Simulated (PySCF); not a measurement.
Continuum solvent and chemical shifts

Numbering as in the mapped SMILES `[CH3:1][CH2:2][C:3]([CH3:4])([F:5])[F:6]`. Hydrogens are named by the atom that carries them.

GIAO PBE0/pcSseg-1 in PySCF on one PBE0-D3(BJ)/def2-SVP conformer, non-relativistic, equivalent nuclei averaged. Solvents enter as an IEF-PCM continuum (chloroform with ε = 4.7, dichloromethane with ε = 8.9) around the gas-phase geometry. Shifts are referred to TMS, CFCl3 computed in the same medium.

In chloroform, δ in ppm: C3 127.6, C2 34.3, C4 22.9, C1 10.1, F5/F6 -114.1, H(C2) 1.71, H(C4) 1.54, H(C1) 1.03. Dipole moment 2.68 D.

Problem. How does each δ change in the more polar medium?

Solution. 
```tsv
atoms	environment	Δδ, dichloromethane
C3	fully substituted sp3 carbon bonded to 2 F	+0.4
C2	sp3 CH2	+0.1
C4	methyl carbon	+0.1
C1	methyl carbon	+0.1
F5/F6	fluorine of a CF2 group	-0.2
H(C2)	hydrogen on an sp3 CH2	+0.01
H(C4)	hydrogen on a methyl carbon	+0.02
H(C1)	hydrogen on a methyl carbon	+0.01
```

Changes are relative to chloroform. The dipole moment becomes 2.76 D in dichloromethane.

Problem. Which nuclei move most (in ppm), and what does the model miss?

Solution. C3 (fully substituted sp3 carbon bonded to 2 F, +0.4 ppm) in dichloromethane. A continuum only polarises the solute; specific hydrogen bonds, the anisotropy of aromatic solvents and changes of geometry or conformer are outside it.
